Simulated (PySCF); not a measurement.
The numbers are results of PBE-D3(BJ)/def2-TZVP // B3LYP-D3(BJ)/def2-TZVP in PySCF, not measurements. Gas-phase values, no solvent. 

Reference species (SMILES): `N#CC` (neutral, multiplicity 1).

The S1 oscillator strength is 0.000. The LUMO comes out as -0.19 eV.

Changed species: `N#[C][AlH2]` (X = AlH2; the reference has X = methyl).

### Question
What does the change do to the S1 oscillator strength and LUMO?

### Answer
the S1 oscillator strength hardly moves; the LUMO falls by 3.16 eV, to -3.35 eV.
